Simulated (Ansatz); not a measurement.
**Palladium, fcc under LDA: convergence with the k-point mesh**

Aim: find which k-point mesh is enough for energy and pressure. The geometry was relaxed under LDA beforehand and stays fixed; 8 values are run, from 2×2×2 to 20×20×20. Wanted are the values from which on the energy stays within 10 and 1 meV/atom, and the pressure within 0.5 GPa, of the last run. Within the series other settings stay, but some runs also write fields, which adds to their time. Spin polarisation is left out.

Program: Ansatz 0.2.0. Level of theory: DFT LDA, plane waves with PAW, scalar-relativistic. These are calculated values, not measurements.

## Step 1: Starting point

Symmetry: Fm-3m, No. 225, cubic system. The conventional cell has a = 3.842 Å, b = 3.842 Å, c = 3.842 Å, α = 90.00°, β = 90.00°, γ = 90.00°. Pd (site symmetry m-3m) is surrounded by 12 Pd at 2.72 Å.

Structure file:

```cif
data_structure
_symmetry_space_group_name_H-M 'Fm-3m'
_symmetry_Int_Tables_number 225
_cell_length_a 3.8423
_cell_length_b 3.8423
_cell_length_c 3.8423
_cell_angle_alpha 90.000
_cell_angle_beta 90.000
_cell_angle_gamma 90.000
_cell_volume 56.72
loop_
_atom_site_label
_atom_site_type_symbol
_atom_site_symmetry_multiplicity
_atom_site_Wyckoff_symbol
_atom_site_fract_x
_atom_site_fract_y
_atom_site_fract_z
_atom_site_occupancy
Pd1 Pd 4 a 0.00000 0.00000 0.00000 1
```

## Step 2: With a k-mesh of 2×2×2

The run at 2×2×2.

Contents of input.yaml:

```yaml
crystal:
  lattice:
    - [0.0, 1.9211411165, 1.9211411165]
    - [1.9211411165, 0.0, 1.9211411165]
    - [1.9211411165, 1.9211411165, 0.0]
  atoms:
    - { symbol: Pd, position: [0.0, 0.0, 0.0] }
hamiltonian:
  xc: lda
  pseudopotentials:
    kind: paw
    azcp:
      Pd: "pseudopotentials/Pd.paw.azcp"
basis:
  ecutwfc: 420
  fft_grid_basis: typed
kpoints:
  mp_grid: { grid: [2, 2, 2], shift: [0, 0, 0] }
magnetization:
  spin_polarized: false
scf:
  occupations: { method: fermi_dirac, width: 0.1 }
  lower_state_search: "off"
output:
  stress: true
  write_density: true
  write_potential: true
  elf: true
  volumetric_format: npy
```

The run is started by

```sh
$ ansatz run input.yaml --threads 2 --pin off --max-ram 5120MiB --backend cpu --events-out ev --progress --plain --runs-dir out
```

## Step 3: With a k-mesh of 4×4×4

The run at 4×4×4.

input.yaml, as its differences from that of step 2:

```diff
@@ -17,3 +17,3 @@
 kpoints:
-  mp_grid: { grid: [2, 2, 2], shift: [0, 0, 0] }
+  mp_grid: { grid: [4, 4, 4], shift: [0, 0, 0] }
 magnetization:
@@ -25,5 +25 @@
   stress: true
-  write_density: true
-  write_potential: true
-  elf: true
-  volumetric_format: npy
```

## Step 4: With a k-mesh of 5×5×5

The run at 5×5×5.

input.yaml, as its differences from that of step 3:

```diff
@@ -17,3 +17,3 @@
 kpoints:
-  mp_grid: { grid: [4, 4, 4], shift: [0, 0, 0] }
+  mp_grid: { grid: [5, 5, 5], shift: [0, 0, 0] }
 magnetization:
```

## Step 5: With a k-mesh of 7×7×7

The run at 7×7×7.

input.yaml, as its differences from that of step 4:

```diff
@@ -17,3 +17,3 @@
 kpoints:
-  mp_grid: { grid: [5, 5, 5], shift: [0, 0, 0] }
+  mp_grid: { grid: [7, 7, 7], shift: [0, 0, 0] }
 magnetization:
```

## Step 6: With a k-mesh of 9×9×9

The run at 9×9×9.

input.yaml, as its differences from that of step 5:

```diff
@@ -17,3 +17,3 @@
 kpoints:
-  mp_grid: { grid: [7, 7, 7], shift: [0, 0, 0] }
+  mp_grid: { grid: [9, 9, 9], shift: [0, 0, 0] }
 magnetization:
@@ -25 +25,5 @@
   stress: true
+  write_density: true
+  write_potential: true
+  elf: true
+  volumetric_format: npy
```

## Step 7: With a k-mesh of 11×11×11

The run at 11×11×11.

input.yaml, as its differences from that of step 6:

```diff
@@ -17,3 +17,3 @@
 kpoints:
-  mp_grid: { grid: [9, 9, 9], shift: [0, 0, 0] }
+  mp_grid: { grid: [11, 11, 11], shift: [0, 0, 0] }
 magnetization:
```

## Step 8: With a k-mesh of 15×15×15

The run at 15×15×15.

input.yaml, as its differences from that of step 7:

```diff
@@ -17,3 +17,3 @@
 kpoints:
-  mp_grid: { grid: [11, 11, 11], shift: [0, 0, 0] }
+  mp_grid: { grid: [15, 15, 15], shift: [0, 0, 0] }
 magnetization:
```

## Step 9: With a k-mesh of 20×20×20

The run at 20×20×20.

input.yaml, as its differences from that of step 8:

```diff
@@ -17,3 +17,3 @@
 kpoints:
-  mp_grid: { grid: [15, 15, 15], shift: [0, 0, 0] }
+  mp_grid: { grid: [20, 20, 20], shift: [0, 0, 0] }
 magnetization:
@@ -25,5 +25 @@
   stress: true
-  write_density: true
-  write_potential: true
-  elf: true
-  volumetric_format: npy
```

(Steps that only read results are left out.)

Before running it: what results should come out? Wanted: pressure at 20×20×20.

The runs gave:

| quantity | value |
| --- | --- |
| E(σ → 0) stays within 10 meV/atom of 20×20×20 | from 15×15×15 on |
| E(σ → 0) stays within 1 meV/atom | not reached before 20×20×20 |
| pressure stays within 0.5 GPa | from 7×7×7 on |
| pressure at 20×20×20 | -0.19 GPa |
| CPU time, dearest over cheapest | 6.4 |
| energy of a separate run on a finer mesh (23×23×23) | -0.8 meV/atom from 20×20×20 |

At 2×2×2 the energy differs by +3623 meV/atom and the pressure by +62.6 GPa. The error changes sign along the series: k-point sums are not variational. The energy has not settled to 1 meV/atom before the last mesh. A Fermi surface needs many points. The yardstick itself is unsettled by 0.8 meV/atom against the finer mesh, so the thresholds above hold only within this series. The cell taken over is 4 % smaller than the measured one (14.71 Å³/atom, COD).
